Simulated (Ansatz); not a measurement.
Ansatz (an electronic-structure program) input:
A basis named .json is the Basis Set Exchange file of that set.

Ansatz 0.2 input:
```yaml
crystal:
  periodic: [false, false, false]
  atoms:
    - {symbol: Si, position_ang: [-0.00000000, -0.00000000, 0.00000000]}
    - {symbol: H, position_ang: [0.87559489, 0.85467525, 0.83309847]}
    - {symbol: H, position_ang: [-0.82219976, -0.86546541, 0.87529791]}
    - {symbol: H, position_ang: [-0.88619780, 0.85452031, -0.82197187]}
    - {symbol: H, position_ang: [0.83280267, -0.84373015, -0.88642451]}
basis:
  gaussian:
    orbitals: aug-cc-pV_D+d_Z.json
magnetization: {spin_polarized: false}
correlation: {method: ccsd_t, electrons: outside_noble_gas}
output: {forces: true}
```

Problem. Predict the final energy.

Solution. -291.40664 Eh (CCSD(T)/aug-cc-pV(D+d)Z). The basis has 68 functions.
